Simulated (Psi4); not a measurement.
**SAPT2+(3)/def2-SVPD (density fitting, density fitting for correlation, fragments set) run of H2F2 (SMILES F.F)**

We compute the interaction energy of H2F2. The job is set up through a Python script.

Program for the calculation: Psi4 1.11.

2 further runs of the same task are left out: 2 set aside as unsound or not needed.

**1. The system as given**

H2F2 has 4 atoms, charge 0, and is taken as a singlet. SMILES: `F.F`. Geometry: relaxed at GFN2-xTB.

Bond lengths: F1–H2 0.933 Å, F3–H4 0.937 Å.

**2. The interaction energy at SAPT2+(3)/def2-SVPD (density fitting, density fitting for correlation, fragments set)**

Input file calc.py:

```python
import psi4

psi4.set_memory(1600000000)
psi4.set_num_threads(1)
psi4.set_output_file('output.dat', False)

m = psi4.geometry("""
0 1
F      0.549480    -0.564530     0.503550
H      1.280870    -0.944630     0.941000
--
0 1
F     -1.357950     1.200600    -1.122500
H     -0.839270     0.611050    -0.611590
symmetry c1
no_reorient
no_com
""")

psi4.set_options(dict(basis='def2-SVPD', scf_type='df', freeze_core='true'))

result = psi4.energy("sapt2+(3)", molecule=m)
print(f'total energy {result:.8f} hartree = {result * 27.211386:.5f} eV')
for k, v in sorted(psi4.core.scalar_variables().items()):
    print(f'{k:45s} {v:18.10f}')
```

On the command line:

```sh
$ python calc.py
```

What values should one expect? Wanted: interaction energy.

Answer, from the run:

At SAPT2+(3)/def2-SVPD (density fitting, density fitting for correlation, fragments set):

| quantity | value |
| --- | --- |
| interaction energy | -14.18 kJ/mol |
